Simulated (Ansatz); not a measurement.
# H2Si–GeH, doublet: reading a ladder of total energies

Geometry: displaced at random from a stationary point.

```yaml
atoms:
  - { symbol: Si, position_ang: [0.1174, 0.0142, 1.6440] }
  - { symbol: Ge, position_ang: [-0.0475, -0.0239, -0.6962] }
  - { symbol: H, position_ang: [0.0291, 1.1578, 2.5765] }
  - { symbol: H, position_ang: [0.1123, -1.2926, 2.5133] }
  - { symbol: H, position_ang: [0.0092, 1.4632, -0.7259] }
```

Basis cc-pVDZ; Ansatz 0.2.0. Only valence electrons are correlated (noble-gas cores and the filled d shells of p-block atoms frozen), which leaves 11 electrons in 41 orbitals. R marks a restricted (for open shells ROHF) determinant, U an unrestricted one. No spin–orbit coupling is included, and no scalar relativity.

Full CI isn't at hand for all of this; UCCSDT(Q) serves as the reference, and is uncertain by about the last step of the cluster series.

Runs differ by some tens of microhartree through their thresholds and, for an open shell, their frozen cores, so steps under 0.03 kcal/mol mean nothing.

```
    level  total energy (hartree)
      UHF            -2365.940568
     UMP2            -2366.104383
    UCCSD            -2366.146652
 UCCSD(T)            -2366.153010
   UCCSDT            -2366.154468
UCCSDT(Q)            -2366.154836
```

**Question.** What is the correlation energy at UCCSDT(Q), and what share of it do UMP2 and UCCSDT recover?

**Answer.** E(corr) = -2366.154836 − (-2365.940568) = -0.214268 hartree = -5.831 eV. UMP2: -0.163815 / -0.214268 = 76.45 %. UCCSDT: -0.213900 / -0.214268 = 99.83 %.

**Question.** By how many kcal/mol does UCCSD(T) miss UCCSDT(Q) (1 hartree = 627.509 kcal/mol), and which steps make up the rest?

**Answer.** -2366.153010 − (-2366.154836) = 0.001826 hartree = 1.15 kcal/mol. Steps: UCCSDT − UCCSD(T) = -0.91, UCCSDT(Q) − UCCSDT = -0.23 kcal/mol. Differences between like states or geometries often cancel part of this.
